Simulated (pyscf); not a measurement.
Structures and frequencies: ωB97X-D3(BJ)/def2-SVP in PySCF.

**Question.** Estimate the classical barrier height and the reaction energy of F–N(F)–F (SMILES FN(F)F) + F–SiH₃ (SMILES F[SiH3]) → HF (SMILES F) + F–SiH₂–N(F)–F (SMILES F[SiH2]N(F)F) at ωB97M-D3(BJ)/def2-TZVP. The step runs on the singlet surface, breaks F–N, H–Si and forms F–H, N–Si; take the separated reactants as zero.

**Answer.** ΔE‡ = 76.0 kcal/mol, ΔE = -48.0 kcal/mol. Zero-point energy shifts the barrier by -3.3 kcal/mol. It is a four-centre exchange, with an imaginary mode of 1672i cm⁻¹. The same reactants have a lower exit, to F–SiH₂–F + F–NH–F (barrier +58.5 kcal/mol at ωB97M-D3(BJ), against +76.0 kcal/mol here). F–SiH₂–N(F)–F lies 207.4 kcal/mol over its isomer H₂N–Si(F)(F)–F, and others may lie lower still (electronic energy, ωB97M-D3(BJ)). This is the saddle that the search found; another between the same sides may lie lower. One closed-shell reference is unstable to symmetry breaking; treat the single-reference values with care.
